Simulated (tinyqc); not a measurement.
UHF in the sto-3g basis, for BH3, spin multiplicity 1, step by step. One step of it, computed by the program tinyqc.

Task: Orthogonalisation. S = U s U^T; canonical form X = U s^(-1/2), so that X^T S X = 1. Each column of U has its largest component positive (the first on a tie).

overlap S:
```
           1B 1s     1B 2s     1B 2px     1B 2py     1B 2pz      2H 1s      3H 1s      4H 1s
1B 1s   1.000000  0.269328   0.000000   0.000000   0.000000   0.053431   0.053505   0.053505
1B 2s   0.269328  1.000000   0.000000   0.000000   0.000000   0.427380   0.427681   0.427681
1B 2px  0.000000  0.000000   1.000000   0.000000   0.000000   0.454102  -0.227272  -0.227272
1B 2py  0.000000  0.000000   0.000000   1.000000   0.000000   0.000000   0.393395  -0.393395
1B 2pz  0.000000  0.000000   0.000000   0.000000   1.000000  -0.008475  -0.008483  -0.008483
2H 1s   0.053431  0.427380   0.454102   0.000000  -0.008475   1.000000   0.081169   0.081169
3H 1s   0.053505  0.427681  -0.227272   0.393395  -0.008483   0.081169   1.000000   0.081320
4H 1s   0.053505  0.427681  -0.227272  -0.393395  -0.008483   0.081169   0.081320   1.000000
```

Give: eigenvalues of S; X.

Result:

eigenvalues of S: 0.3066  0.4015  0.4016  0.9589  1.0006  1.5172  1.5173  1.8964

X:
```
              1        2        3        4        5        6        7        8
1B 1s   -0.3752   0.0000  -0.0009   0.9528   0.1138   0.0000   0.0002   0.1966
1B 2s    1.3555   0.0000   0.0025  -0.0268   0.0145   0.0000   0.0004   0.4794
1B 2px  -0.0026   0.0000   1.0744   0.0000   0.0000   0.0000   0.5946  -0.0004
1B 2py   0.0000   1.0745   0.0000   0.0000   0.0000   0.5946   0.0000   0.0000
1B 2pz  -0.0240   0.0000   0.0000  -0.1233   0.9922   0.0000   0.0000  -0.0083
2H 1s   -0.6517   0.0000  -0.9448  -0.1993  -0.0239   0.0000   0.4516   0.2934
3H 1s   -0.6551  -0.8173   0.4706  -0.1991  -0.0239   0.3909  -0.2254   0.2939
4H 1s   -0.6551   0.8173   0.4706  -0.1991  -0.0239  -0.3909  -0.2254   0.2939
```
